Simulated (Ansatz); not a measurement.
Results of PBE0 (Ansatz, an electronic-structure program, PAW) for CsCl-type TlBr.

Numerical settings: plane-wave cutoff 520 eV, 6×6×6 k mesh, scalar-relativistic PAW data made under PBE.

Computed at the level's own relaxed cell.

Task: What does this level give for the Young modulus, elastic constant C12, polycrystal shear modulus (Hill average), elastic constant C11 and elastic constant C44?

Result: 
* **Young modulus**: 22.1 GPa
* **elastic constant C12**: 12.3 GPa
* **polycrystal shear modulus (Hill average)**: 8.33 GPa
* **elastic constant C11**: 38.1 GPa
* **elastic constant C44**: 6.19 GPa

Elastic constants are with the ions relaxed.

Spin–orbit coupling is not included; it can shift volumes and moduli of such heavy elements.

Cost on a shared machine: very roughly 30 core-minutes.
